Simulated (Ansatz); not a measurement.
Nudged elastic band run: CH$_{7}$AlS

Input file:

```yaml
crystal:
  periodic: [false, false, false]
  atoms:
    - { symbol: Al, position_ang: [-0.069555, -0.151845, 0.414147] }
    - { symbol: C, position_ang: [0.161112, 0.438696, 2.283428] }
    - { symbol: H, position_ang: [-0.678654, 0.151105, 2.928334] }
    - { symbol: H, position_ang: [1.08202, 0.051616, 2.736382] }
    - { symbol: H, position_ang: [0.226525, 1.534198, 2.330276] }
    - { symbol: H, position_ang: [1.19094, -0.182587, -0.580987] }
    - { symbol: H, position_ang: [-1.527061, -0.072743, -0.261811] }
    - { symbol: S, position_ang: [-0.057482, -2.705752, 0.775528] }
    - { symbol: H, position_ang: [-0.429798, -3.069784, -0.465118] }
    - { symbol: H, position_ang: [-1.291144, -2.881102, 1.284221] }
basis:
  gaussian: { orbitals: "6-31G*" }
hamiltonian:
  xc: pbe0
neb:
  order_check: false
  images: 5
  f_tol: 0.05
  max_iterations: 60
  initial_path: linear
  final_atoms:
    - { symbol: Al, position_ang: [-0.01022453, -0.7566623, -0.38762171] }
    - { symbol: C, position_ang: [-0.02606471, 0.00248046, 2.68151567] }
    - { symbol: H, position_ang: [-0.95953145, 0.09750417, 3.24145578] }
    - { symbol: H, position_ang: [0.82856776, 0.19626398, 3.33349054] }
    - { symbol: H, position_ang: [-0.02280673, 0.74434474, 1.8738558] }
    - { symbol: H, position_ang: [1.38590812, -0.0128862, -0.48338339] }
    - { symbol: H, position_ang: [-1.43525133, -0.06231545, -0.4714075] }
    - { symbol: S, position_ang: [0.06500654, -2.95151316, -0.32713073] }
    - { symbol: H, position_ang: [-1.27240861, -3.12299505, -0.31352439] }
    - { symbol: H, position_ang: [0.05370794, -1.02241918, 2.29714993] }
```

Command:

```bash
$ ansatz run input.yaml --threads 1 --pin off --max-ram 2048MiB --backend cpu --events-out ev --progress --plain --runs-dir out
```

Output, in part (warnings, iteration lines, the closing report on the highest movable image, with atoms numbered from 0):

```
NEB end point (image 0): max|allowed force component| = 1.106e-2 eV/Å (the criterion of neb.relax_end_points is 1.000e-2)
NEB end point (image 6): max|allowed force component| = 3.042e-2 eV/Å (the criterion of neb.relax_end_points is 1.000e-2)
NEB iter   1: max|band force component| = 1.104e1 eV/Å  barrier→ = 4.6798 eV  barrier← = 5.6537 eV  Δτ_max = 0.2000 Å  (170 SCF iters)
NEB iter   2: max|band force component| = 4.205e0 eV/Å  barrier→ = 1.9266 eV  barrier← = 2.9004 eV  Δτ_max = 0.2000 Å  (135 SCF iters)
NEB iter   3: max|band force component| = 7.588e0 eV/Å  barrier→ = 1.0434 eV  barrier← = 2.0172 eV  Δτ_max = 0.1004 Å  (132 SCF iters)
NEB iter   4: max|band force component| = 3.057e0 eV/Å  barrier→ = 0.8237 eV  barrier← = 1.7975 eV  Δτ_max = 0.2000 Å  (133 SCF iters)
NEB iter   5: max|band force component| = 1.254e0 eV/Å  barrier→ = 0.6249 eV  barrier← = 1.5988 eV  Δτ_max = 0.2000 Å  (128 SCF iters)
NEB iter   6: max|band force component| = 5.556e-1 eV/Å  barrier→ = 0.4290 eV  barrier← = 1.4029 eV  CI = image 3  Δτ_max = 0.2000 Å  (129 SCF iters)
NEB iter   7: max|band force component| = 6.887e-1 eV/Å  barrier→ = 0.5740 eV  barrier← = 1.5478 eV  CI = image 3  Δτ_max = 0.1012 Å  (130 SCF iters)
NEB iter   8: max|band force component| = 7.785e-1 eV/Å  barrier→ = 0.6409 eV  barrier← = 1.6147 eV  CI = image 3  Δτ_max = 0.0506 Å  (130 SCF iters)
NEB iter   9: max|band force component| = 2.384e-1 eV/Å  barrier→ = 0.6652 eV  barrier← = 1.6390 eV  CI = image 3  Δτ_max = 0.0993 Å  (133 SCF iters)
NEB iter  10: max|band force component| = 1.983e-1 eV/Å  barrier→ = 0.6633 eV  barrier← = 1.6371 eV  CI = image 3  Δτ_max = 0.1002 Å  (130 SCF iters)
NEB iter  11: max|band force component| = 7.786e-2 eV/Å  barrier→ = 0.6631 eV  barrier← = 1.6369 eV  CI = image 3  Δτ_max = 0.1238 Å  (124 SCF iters)
NEB iter  12: max|band force component| = 6.127e-2 eV/Å  barrier→ = 0.6623 eV  barrier← = 1.6361 eV  CI = image 3  Δτ_max = 0.0853 Å  (117 SCF iters)
NEB iter  13: max|band force component| = 5.807e-2 eV/Å  barrier→ = 0.6617 eV  barrier← = 1.6355 eV  CI = image 3  Δτ_max = 0.0299 Å  (117 SCF iters)
NEB iter  14: max|band force component| = 1.596e-2 eV/Å  barrier→ = 0.6616 eV  barrier← = 1.6354 eV  CI = image 3  Δτ_max = 0.0000 Å  (232 SCF iters)
Total energy: -18573.18259261 eV, -682.5518709230 hartree
Atom 0 at     0.107436    -0.155392     0.193372 Å, force    -0.013494    -0.001793    -0.003016 eV/Å
Atom 1 at    -0.192054    -0.235305     2.260401 Å, force    -0.008940     0.002686     0.010769 eV/Å
Atom 2 at    -1.104010    -0.629022     2.723120 Å, force    -0.000964    -0.004008    -0.013290 eV/Å
Atom 3 at     0.660926    -0.444959     2.914441 Å, force     0.001332     0.003061     0.001487 eV/Å
Atom 4 at    -0.318275     0.862690     2.277424 Å, force     0.011106    -0.000796     0.004113 eV/Å
Atom 5 at     1.574529     0.370709    -0.110587 Å, force     0.001904    -0.002608    -0.001423 eV/Å
Atom 6 at    -1.233599     0.255546    -0.556626 Å, force    -0.000362     0.000843     0.000346 eV/Å
Atom 7 at     0.220477    -2.583703     0.241076 Å, force     0.008195    -0.003526     0.004820 eV/Å
Atom 8 at    -1.105262    -2.765471     0.084758 Å, force    -0.001524     0.006258     0.000818 eV/Å
Atom 9 at    -0.003266    -1.563290     1.417021 Å, force     0.002746    -0.000115    -0.004624 eV/Å
Dipole moment:    -0.256124    -0.060305     0.263177 e Å
```

It converged. Neighbouring images differ by up to 1.3 eV, so the band resolves the path poorly. Another band between the same ends (5 images) ends at a top of the same energy, where a vibrational analysis finds 1 clearly imaginary mode. The orbitals stay closed-shell, which can raise the energy where a bond breaks towards radicals; this wasn't checked here.

Final band (atoms are numbered from 1 in the order of the input):

| image | path coordinate (Å) | energy (eV) | Al1–C2 (Å) | S8–H10 (Å) | C2–H10 (Å) |
| --- | --- | --- | --- | --- | --- |
| 0 | 0.00 | 0.00 | 1.97 | 1.35 | 3.76 |
| 1 | 1.26 | 0.03 | 1.98 | 1.35 | 3.20 |
| 2 | 2.51 | 0.05 | 1.98 | 1.35 | 2.82 |
| 3 | 3.77 | 0.66 | 2.09 | 1.57 | 1.58 |
| 4 | 4.52 | -0.60 | 2.49 | 2.27 | 1.12 |
| 5 | 5.27 | -0.93 | 2.86 | 2.79 | 1.10 |
| 6 | 6.03 | -0.97 | 3.16 | 3.26 | 1.10 |

Time of the run: 4 min on 1 thread of Arm Neoverse V1 (shared host), peak memory 0.13 GiB.
